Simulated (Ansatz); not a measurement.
## K: computed properties

Level of theory: Ansatz 0.2.0, DFT PBEsol, scalar-relativistic, plane waves, PAW.

Settings: cutoff 420 eV, Γ-centred mesh 6×6×4 on the computed 5-atom cell, Gaussian smearing of 0.10 eV; no spin polarisation.

The structure is relaxed at this level of theory with its symmetry kept. This form isn't the element's structure at ambient conditions.

```
K
1.0
     4.26512   -4.25883    0.00000
     4.26512    4.25883    0.00000
     0.00000    0.00000   11.14549
K
5
Direct
  0.50000 0.00000 0.30925
  0.00000 0.50000 0.69075
  0.00000 0.50000 0.30925
  0.50000 0.00000 0.69075
  0.00000 0.00000 0.00000
```

| Property | Result |
| --- | --- |
| Space group | Cmmm (No. 65) |
| Volume per atom | 80.98 Å³ |
| Formation energy from the elements' standard states (uncorrected) | +0.118 eV/atom |
| Kohn–Sham band gap | none (metal) |
| Density of states at the Fermi level | 4.07 states/eV per cell |
| Löwdin character within 0.5 eV of the Fermi level | K 4s 78 %, unprojected 21 % |
| Bulk modulus | 2.7 GPa |
| Its pressure derivative | 3.7 |
| Bader charges (e) | K (4 in the cell) 0.05, K (1 in the cell) -0.19 |